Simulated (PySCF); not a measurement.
# SiH2, singlet: reading a ladder of total energies

Geometry: MP2(full)/6-31G*, from the G2/97 set.

```xyz
3

Si    0.0000    0.0000    0.0703
H     0.0000    1.0969   -0.9798
H     0.0000   -1.0969   -0.9798
```

Basis STO-3G; PySCF 2.14.0. Correlated methods freeze the noble-gas cores, which leaves 6 electrons in 6 orbitals. Prefix R: restricted or restricted open-shell reference.

Full CI is exact within this basis and frozen core; it isn't the basis-set limit.

| level | total energy (hartree) |
| --- | --- |
| RHF | -286.663585 |
| RMP2 | -286.697225 |
| RCCSD | -286.717108 |
| RCCSD(T) | -286.717218 |
| RCCSDT | -286.717265 |
| RCCSDT(Q) | -286.717300 |
| full CI | -286.717322 |

**Question.** What is the correlation energy at full CI, and what share of it do RMP2 and RCCSD(T) recover?

**Answer.** E(corr) = -286.717322 − (-286.663585) = -0.053737 hartree = -1.462 eV. RMP2: -0.033640 / -0.053737 = 62.60 %. RCCSD(T): -0.053633 / -0.053737 = 99.81 %.

**Question.** By how many kcal/mol does RCCSD(T) miss full CI (1 hartree = 627.509 kcal/mol), and which steps make up the rest?

**Answer.** -286.717218 − (-286.717322) = 0.000104 hartree = 0.07 kcal/mol. Steps: RCCSDT − RCCSD(T) = -0.03, RCCSDT(Q) − RCCSDT = -0.02, full CI − RCCSDT(Q) = -0.01 kcal/mol. That is within 1 kcal/mol of the reference in this basis, which itself misses far more of the correlation at the basis-set limit.
